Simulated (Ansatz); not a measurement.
# H2SO4 (sulfuric acid): the atomisation enthalpy at 298 K, rung by rung

The species is H2SO4 (7 atoms), meant as a singlet with charge 0. SMILES: `O=S(=O)(O)O`. Geometry: relaxed at PBE0-D4/def2-TZVP. This is one conformer, not always the lowest.

```xyz
7

O    -0.9771   -0.3714   -1.3125
S    -0.4350   -0.1273   -0.0274
O    -1.1677   -0.2563    1.1773
O     0.1792    1.3273   -0.0925
O     0.8519   -1.0255    0.1575
H     0.3093    1.6522    0.8091
H     1.2395   -1.1990   -0.7115
```

Each level gives the atomisation enthalpy at 298 K (kJ/mol). The values are calculated. The thermal term (zero-point and 298 K enthalpy, harmonic and unscaled) is that of PBE0-D4/def2-TZVP; the spin-orbit lowering of the free atoms at 298 K, 3.5 kJ/mol by their spectra, is taken off.

**The experiment to reproduce.** NIST-JANAF tables gives the atomisation enthalpy at 298 K of the gas as 2445 kJ/mol.

| level | kind | program | value (kJ/mol) | computed − measured | CPU time (all runs) |
| --- | --- | --- | --- | --- | --- |
| HF/STO-3G | Hartree–Fock | Ansatz | -206 | -2651 | 0.29 s |
| HF/3-21G | Hartree–Fock | Ansatz | 157 | -2288 | 0.59 s |
| HF/cc-pVDZ | Hartree–Fock | Ansatz | 961 | -1484 | 2.3 s |
| B3LYP/6-31G* (spherical functions) | global hybrid | Ansatz | 2150 | -295 | 6.6 s |
| MP2/cc-pVDZ | perturbation theory | Ansatz | 1981 | -464 | 2.8 s |
| CCSD/cc-pVDZ | coupled cluster or CI | Ansatz | 1797 | -648 | 15 s |

Nearest: B3LYP/6-31G* (spherical functions) (-295 kJ/mol); farthest: HF/STO-3G (-2651 kJ/mol). Computed less measured by kind, in kJ/mol (of the ab initio rows, those in cc-pVDZ): Hartree–Fock -1484; perturbation theory -464; coupled cluster or CI -648. Wave-function methods converge slowly with the basis and bind too weakly in sets of this size; that is part of their error here. In so small a basis fixed costs decide the times, and correlated methods can beat functionals. Times are those of the runs behind each value, whatever else they computed, on shared processors of several kinds: orders of magnitude only.
